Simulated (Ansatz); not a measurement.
The input, for Ansatz 0.2.0:

```yaml
crystal:
  periodic: [false, false, false]
  atoms:
    - {symbol: B, position_ang: [-1.510168, 0.000000, 0.000000]}
    - {symbol: H, position_ang: [-2.106902, 1.033571, 0.000000]}
    - {symbol: H, position_ang: [-2.106902, -1.033571, 0.000000]}
    - {symbol: H, position_ang: [-0.316703, 0.000000, 0.000000]}
    - {symbol: B, position_ang: [1.548832, 0.000000, 0.000000]}
    - {symbol: H, position_ang: [2.057905, 0.000000, 1.077008]}
    - {symbol: H, position_ang: [2.057905, 0.000000, -1.077008]}
basis:
  gaussian: {orbitals: cc-pVDZ}
magnetization: {spin_polarized: true, initial_magnetization: 1}
correlation: {method: ccsdt_q, electrons: outside_noble_gas}
```

```sh
$ ansatz run in.yaml --threads 1 --pin off --events-out ev --progress --plain --max-ram 2393MiB
```

(1) Roughly how long does this take on 1 thread of Arm Neoverse V2, shared host, and how much host memory?

```
981 factors; integrals over basis functions are off by at most 2.4e-7 eV
mean field evaluation 1: about -1416.8638 eV, gradient 1.0e1 eV
mean field evaluation 2: about -1416.8633 eV, gradient 1.0e1 eV
mean field evaluation 4: about -1418.1198 eV, gradient 8.2e-1 eV
mean field evaluation 8: about -1418.1346 eV, gradient 2.7e-3 eV
mean field evaluation 16: about -1418.1356 eV, gradient 2.8e-2 eV
mean field evaluation 32: about -1417.8048 eV, gradient 5.2e-1 eV
mean field evaluation 64: about -1416.5563 eV, gradient 2.7e0 eV
mean field evaluation 96: about -1417.7749 eV, gradient 1.9e-1 eV
mean field evaluation 128: about -1418.1346 eV, gradient 5.7e-4 eV
mean field evaluation 160: about -1418.1348 eV, gradient 5.9e-2 eV
mean field -1418.13460560 eV, -52.1154855098 hartree, gradient 1.2e-6 eV, S^2 0.758132; 9 other end points of the search recorded, 0 dependent functions left out
determinant -1418.13460560 eV, -52.1154855098 hartree, with singles and doubles -1423.83809668 eV, -52.3250849408 hartree
determinant -1417.77565298 eV, -52.1022942441 hartree, with singles and doubles -1423.54549518 eV, -52.3143320341 hartree
determinant -1415.81239766 eV, -52.0301459418 hartree, with singles and doubles -1421.90887950 eV, -52.2541875170 hartree
determinant -1418.13460560 eV, -52.1154855098 hartree, with singles and doubles -1423.83811885 eV, -52.3250857555 hartree
determinant -1417.77565298 eV, -52.1022942441 hartree, with singles and doubles -1423.54580210 eV, -52.3143433131 hartree
2 core orbitals not correlated: weight in the atoms' cores, before any rotation towards them, 1.000 or more for the frozen orbitals, at most 0.000 for the correlated occupied ones
reference -1418.13460560 eV, -52.1154855098 hartree; 6, 5 occupied and 45, 46 virtual orbitals, 981 factors
second order -4.49550255 eV of doubles, -0.00000000 eV of singles
cycle   1  -5.38680863 eV  change   -8.9e-1 eV  update   6.6e-2
cycle   2  -5.79219320 eV  change   -4.1e-1 eV  update   2.6e-2
cycle   3  -5.81356623 eV  change   -2.1e-2 eV  update   7.8e-3
cycle   4  -5.81876939 eV  change   -5.2e-3 eV  update   3.7e-3
cycle   5  -5.81837945 eV  change    3.9e-4 eV  update   1.4e-3
cycle   6  -5.81792320 eV  change    4.6e-4 eV  update   6.0e-4
cycle   7  -5.81810308 eV  change   -1.8e-4 eV  update   2.6e-4
cycle   8  -5.81830423 eV  change   -2.0e-4 eV  update   1.2e-4
cycle   9  -5.81830518 eV  change   -9.5e-7 eV  update   5.2e-5
cycle  10  -5.81825990 eV  change    4.5e-5 eV  update   2.3e-5
cycle  11  -5.81825411 eV  change    5.8e-6 eV  update   1.0e-5
cycle  12  -5.81826063 eV  change   -6.5e-6 eV  update   4.1e-6
cycle  13  -5.81826496 eV  change   -4.3e-6 eV  update   2.0e-6
cycle  14  -5.81826741 eV  change   -2.5e-6 eV  update   8.1e-7
cycle  15  -5.81826757 eV  change   -1.6e-7 eV  update   3.5e-7
perturbative correction -0.00234391 eV, -0.0000861369 hartree
Total energy: -1423.95521708 eV, -52.3293890360 hartree
```

Results:

(1) 65 s wall and 0.77 GiB.
